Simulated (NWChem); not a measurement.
System: methyl formate (C2H4O2); SMILES COC=O

```xyz
8

C     -0.5193    -1.3271     0.0026
O      0.6885    -0.5433     0.0014
C      0.5082     0.7868     0.0003
O     -0.5551     1.3571    -0.0001
H     -1.1134    -1.1147    -0.8902
H     -0.1930    -2.3671     0.0087
H     -1.1177    -1.1056     0.8901
H      1.4923     1.2801    -0.0003
```
Atoms are numbered in this order, from 1.

Program: NWChem. Coordinates come from a B3LYP/6-31G* (spherical d) optimisation. Solvent water, SMD (1 M gas to 1 M solution), gas-phase geometry.

Estimate the computed values for B3LYP/def2-SVPD. Quantities: solvation free energy (kcal/mol); cavity-dispersion-structure term (kcal/mol); dipole in solution (D).


| Quantity | Value |
|---|---|
| solvation free energy (kcal/mol) | -2.7 |
| cavity-dispersion-structure term (kcal/mol) | 4.9 |
| dipole in solution (D) | 2.66 |
